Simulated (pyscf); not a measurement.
`[NH2][SiH][F]` [doublet] + `[H][H]` -> `[NH2][SiH2]` [doublet] + `[FH]`, a four-centre exchange (doublet surface; F–Si, H–H broken, H–Si, F–H formed). PySCF, gas phase, ωB97X-D3(BJ)/def2-SVP geometries. Energies in kcal/mol from the separated reactants.

Small-basis levels: PySCF, no dispersion term, spherical d functions. AM1 to PM7: differences of heats of formation from MOPAC, which are fitted to 298 K values and so differ in kind from electronic energies by zero-point and thermal terms. Open shells are spin-unrestricted. 

```json
[
 {"level": "HF/3-21G", "barrier": "72.4", "reaction energy": "+35.9"},
 {"level": "HF/6-31G*", "barrier": "72.4", "reaction energy": "+31.2"},
 {"level": "MP2/6-31G*", "barrier": "63.1", "reaction energy": "+37.5"},
 {"level": "BP86/6-31G*", "barrier": "48.3", "reaction energy": "+34.7"},
 {"level": "B3LYP/LANL2DZ", "barrier": "51.2", "reaction energy": "+20.4"},
 {"level": "B3LYP/6-31G*", "barrier": "54.8", "reaction energy": "+35.7"},
 {"level": "AM1", "barrier": "104.4", "reaction energy": "+32.7"},
 {"level": "PM3", "barrier": "?", "reaction energy": "+43.1"},
 {"level": "PM7", "barrier": "96.5", "reaction energy": "+65.6"},
 {"level": "ωB97M-D3(BJ)/def2-TZVP", "barrier": "?", "reaction energy": "+28.2"}
]
```

### Question
What belongs in the gaps?

### Answer

- PM3, barrier: 97.2
- ωB97M-D3(BJ)/def2-TZVP, barrier: 51.1

Against the last row the barrier runs from -2.7 (BP86/6-31G*) to +53.4 kcal/mol (AM1). ωB97M-D3(BJ)/def2-TZVP has limits of its own. At the saddle there is also a short H–Si contact that neither side keeps. The same reactants have a lower exit, to H₂N–SiH₂–F + H• (barrier +12.9 kcal/mol at ωB97M-D3(BJ)/def2-TZVP, against +51.1 kcal/mol here). One saddle was located; it need not be the lowest between these sides.
